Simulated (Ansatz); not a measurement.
Crystal: Sn$_{2}$O, antifluorite type, 3 atoms in the cell.

Method: PBE, plane waves, PAW datasets (generated soft set 1) in Ansatz 0.2.0 development build.

Cutoff 420 eV; k-mesh 30×30×30 Γ-centred; Fermi–Dirac smearing of 0.0612 eV; no spin polarisation; no spin–orbit coupling.

Problem. What equilibrium volume, lattice constant and bulk modulus does this give?

Solution. V₀ = 21.163 Å³/atom (a₀ = 6.333 Å), B₀ = 61.2 GPa, B₀′ = 4.63. The points behind the fit:

```json
{"V (Å³/atom)": "19.882", "a (Å)": "6.2022", "E − E(min) (meV/atom)": "16.64", "P (GPa)": "4.42"}
{"V (Å³/atom)": "20.305", "a (Å)": "6.2459", "E − E(min) (meV/atom)": "7.17", "P (GPa)": "2.79"}
{"V (Å³/atom)": "20.728", "a (Å)": "6.2890", "E − E(min) (meV/atom)": "1.77", "P (GPa)": "1.33"}
{"V (Å³/atom)": "21.151", "a (Å)": "6.3315", "E − E(min) (meV/atom)": "0.00", "P (GPa)": "0.03"}
{"V (Å³/atom)": "21.574", "a (Å)": "6.3734", "E − E(min) (meV/atom)": "1.47", "P (GPa)": "-1.13"}
{"V (Å³/atom)": "21.997", "a (Å)": "6.4148", "E − E(min) (meV/atom)": "5.85", "P (GPa)": "-2.17"}
{"V (Å³/atom)": "22.420", "a (Å)": "6.4557", "E − E(min) (meV/atom)": "12.81", "P (GPa)": "-3.09"}
```

The published all-electron PBE values for this crystal (mean of FLEUR and WIEN2k, k-spacing 0.06 Å⁻¹; Bosoni et al., Nat. Rev. Phys. 6, 45 (2024)) are V₀ = 21.172 Å³/atom, B₀ = 61.2 GPa, B₀′ = 4.61.

The stress includes the program's correction for the finite plane-wave basis.

This cubic structure is a model: it isn't the usual form of the substance at ambient conditions, and such phases are metastable or hypothetical.
